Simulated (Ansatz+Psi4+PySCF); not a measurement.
# doublet H4O2(+) in separate pieces: levels of theory in one basis

```json
{"atom": "O", "x (Å)": "0.1193", "y (Å)": "0.0000", "z (Å)": "-2.5000"}
{"atom": "H", "x (Å)": "-0.4770", "y (Å)": "0.7632", "z (Å)": "-2.5000"}
{"atom": "H", "x (Å)": "-0.4770", "y (Å)": "-0.7632", "z (Å)": "-2.5000"}
{"atom": "O", "x (Å)": "-0.1193", "y (Å)": "0.0000", "z (Å)": "2.5000"}
{"atom": "H", "x (Å)": "0.4770", "y (Å)": "-0.7632", "z (Å)": "2.5000"}
{"atom": "H", "x (Å)": "0.4770", "y (Å)": "0.7632", "z (Å)": "2.5000"}
```

Basis set: cc-pVTZ (spherical functions). Frozen core: 2 orbitals. Correlation on ROHF uses semicanonical orbitals with singles. Charge 1, multiplicity 2.

Computed with Ansatz (development build ahead of 0.2.0); each method stands on the lowest determinant of its kind that the runs found.

```
  method  E − E(ROHF) (eV)  <S²> of the determinant
    ROHF              0.00                     0.75
     UHF             -0.14                     0.76
ROHF-MP2            -12.66                        –
 UHF-MP2            -12.65                     0.76
```

Task: Is a single determinant a sound starting point here?

Result: Only with care. Unrestricted orbitals gain 0.14 eV and <S²> is 0.76 against 0.75 for a pure state, but several determinants compete.

Caution: the charge can sit on one fragment and break the point group; the determinant breaks the point group. Caution for ROHF-MP2, UHF-MP2: MP2 on this radical cation hangs on the determinant chosen; another reference gives a lower total.
